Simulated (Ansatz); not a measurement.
# C4H6ClF: up Jacob's ladder to CCSD(T)

One table from this session's results is given with a row withheld; the runs are named, their logs left out.

Method: functionals in def2-TZVPP, the program's frozen cores in correlated methods; program: Ansatz 0.2.0, Gaussian basis.

The runs, in order: PBE-D4, r2SCAN-D4, PBE0-D4, B3LYP-D4, ωB97X-V, ωB97M-V, B2PLYP; CCSD(T)/def2-TZVPP; MP2/def2-QZVPP; extrapolation to the limit.

## The geometry

All runs share one geometry, relaxed beforehand with PBE0-D4 in a triple-zeta def2 set.

SMILES `C=CC(C)(F)Cl`, 12 atoms, charge 0, spin multiplicity 1.

Atoms are counted from 1 here; the program's logs count them from 0.

Bond lengths: C1–C2 1.322 Å, C1–H7 1.083 Å, C1–H8 1.083 Å, C2–C3 1.492 Å, C2–H9 1.085 Å, C3–C4 1.508 Å, C3–F5 1.364 Å, C3–Cl6 1.808 Å, C4–H10 1.090 Å, C4–H11 1.092 Å, C4–H12 1.090 Å. Angles: C2–C1–H7 120.8°, C2–C1–H8 121.5°, H7–C1–H8 117.8°, C1–C2–C3 123.9°, C1–C2–H9 121.6°, C3–C2–H9 114.6°, C2–C3–C4 113.8°, C2–C3–F5 110.5°, C2–C3–Cl6 107.7°, C4–C3–F5 108.8°, C4–C3–Cl6 108.9°, F5–C3–Cl6 106.9°, C3–C4–H10 110.4°, C3–C4–H11 108.7°, C3–C4–H12 109.8°, H10–C4–H11 109.2°, H10–C4–H12 109.2°, H11–C4–H12 109.6°.

Set-up of the first run:

Contents of in.yaml:

```yaml
crystal:
  periodic: [false, false, false]
  atoms:
    - {symbol: C, position_ang: [-1.916740, -0.040449, 0.551385]}
    - {symbol: C, position_ang: [-0.874117, -0.401216, -0.177465]}
    - {symbol: C, position_ang: [0.345230, 0.439469, -0.357468]}
    - {symbol: C, position_ang: [1.615471, -0.220291, 0.115950]}
    - {symbol: F, position_ang: [0.202778, 1.632453, 0.288198]}
    - {symbol: Cl, position_ang: [0.500866, 0.812422, -2.119807]}
    - {symbol: H, position_ang: [-2.771915, -0.696183, 0.658171]}
    - {symbol: H, position_ang: [-1.949093, 0.917075, 1.056312]}
    - {symbol: H, position_ang: [-0.842474, -1.356992, -0.690042]}
    - {symbol: H, position_ang: [1.765256, -1.168127, -0.400014]}
    - {symbol: H, position_ang: [1.535591, -0.405288, 1.189137]}
    - {symbol: H, position_ang: [2.466147, 0.432024, -0.080355]}
basis:
  gaussian: {orbitals: def2-TZVPP}
hamiltonian: {xc: pbe, dispersion: d4}
output: {forces: true, orbitals: {seedname: orbitals}}
```

Run with:

```bash
ansatz run in.yaml --threads 4 --pin off --events-out ev --progress --plain --max-ram 10444MiB
```

Steps of the session up to this table: PBE-D4 (GGA); r2SCAN-D4 (meta-GGA); PBE0-D4 (hybrid); B3LYP-D4 (hybrid); ωB97X-V (range-separated); ωB97M-V (range-separated); B2PLYP (double hybrid); CCSD(T) in def2-TZVPP; MP2 in def2-QZVPP.

One table of the session follows, with a row left open; its other results are not shown here.

```
            method  atomisation energy (eV)
            PBE-D4                   51.237
         r2SCAN-D4                   50.009
           PBE0-D4                   50.229
          B3LYP-D4                   49.678
           ωB97X-V                   49.797
           ωB97M-V                   49.933
            B2PLYP                   49.223
     HF/def2-TZVPP                   36.478
    MP2/def2-TZVPP                   49.572
   CCSD/def2-TZVPP                   47.679
CCSD(T)/def2-TZVPP                   48.512
           MP2/CBS                        ?
       CCSD(T)/CBS                   49.713
```

**Question.** Estimate the row for MP2/CBS.

As computed: atomisation energy (eV): 50.774. In the column «atomisation energy (eV)» it lies between PBE0-D4 (50.229) and PBE-D4 (51.237).
